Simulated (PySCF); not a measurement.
## Gas-phase XPS of cyanate anion, computed

Cyanate anion, CNO (charge -1).
Cartesian coordinates in Å at the PBE0-D3(BJ)/def2-SVP level; atoms count from 1:
```xyz
3
CNO angstrom
N      1.290    0.029   -0.012
C      0.098   -0.001   -0.016
O     -1.125   -0.032   -0.021
```

Computed with delta-SCF UKS SCAN, pcX-2 on the ionised atom, pcseg-1 elsewhere, spin-free X2C in PySCF. Binding energies are ΔSCF values: E(core-ionised, relaxed orbitals) − E(ground state) at a fixed geometry, referred to the vacuum level.

Give the core binding energies atom by atom.

```csv
atom(s),environment,level,binding energy (eV),count
N1,nitrogen bonded to C,N 1s,397.31,1
C2,isocyanate carbon,C 1s,286.57,1
O3,oxygen bonded to C,O 1s,531.77,1
```

Which effective nuclear charge Zeff reproduces each element's mean 1s value in the hydrogen-like formula E = 13.606 eV × Zeff²?

C (Z = 6): mean 286.6 eV, Zeff = 4.59, Z − Zeff = 1.41; N (Z = 7): mean 397.3 eV, Zeff = 5.40, Z − Zeff = 1.60; O (Z = 8): mean 531.8 eV, Zeff = 6.25, Z − Zeff = 1.75. Means run over the listed sites, weighted by atom count.

The species carries charge -1, so core ionisation leaves a neutral species. The basis sets have no added diffuse functions. Geometry: PBE0-D3(BJ)/def2-SVP; no solvent, vibrations or thermal averaging.

The run took 2.7 s of wall time on one thread of an Arm Neoverse V1, shared host with 32 logical CPUs at a one-minute load of 8.2, and the process peaked at 0.34 GiB of memory.
